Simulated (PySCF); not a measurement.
Stepwise substitution at one centre (Si F-H). Gas-phase values, no solvent. Strings in code marks are SMILES.

All values below come from PBE-D3(BJ)/def2-TZVP // PBE0-D3(BJ)/def2-TZVP run with PySCF. All candidates: neutral, multiplicity 1. 

- HOMO = -8.51 eV
- dipole moment = 0.00 D
- HOMO–LUMO gap = 8.74 eV

Task: Which member has these values?
A) `F[SiH2]F`
B) `[SiH4]`
C) `F[SiH3]`
D) `F[Si](F)(F)F`

Result: B, `[SiH4]`. The others give `F[Si](F)(F)F`: -10.59 eV, 0.00 D, 10.06 eV; `F[SiH3]`: -8.30 eV, 1.17 D, 7.29 eV; `F[SiH2]F`: -8.36 eV, 1.34 D, 7.80 eV
